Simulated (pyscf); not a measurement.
**Routes from HO–AsH–AsH₂ + hydrogen (H₂)**

Candidate steps break at most two bonds and form at most two. Each was searched with GFN2-xTB (tblite) first. Single points on ωB97X-D3(BJ)/def2-SVP structures (PySCF, gas phase). Energies: ωB97M-D3(BJ)/def2-TZVP, kcal/mol, from the separated reactants, singlet surface.

```json
[
 {"products": "H₂As–AsH₂ + H₂O", "type": "four-centre exchange", "ΔE‡": "48.4", "ΔE": "-11.2", "ΔG‡ 298 K": "57.7", "ΔG‡ 900 K": "77.3", "ν‡ (cm⁻¹)": "1325i"},
 {"products": "HO–AsH₂ + AsH₃", "type": "four-centre exchange", "ΔE‡": "62.7", "ΔE": "+2.1", "ΔG‡ 298 K": "71.0", "ΔG‡ 900 K": "90.0", "ν‡ (cm⁻¹)": "1231i"}
]
```

Plain bond fissions and candidates not yet searched are not listed, and one of them may be faster. Each barrier is that of the saddle found; lower ones may exist. Elements up to Kr have no core potential and no relativistic terms here.
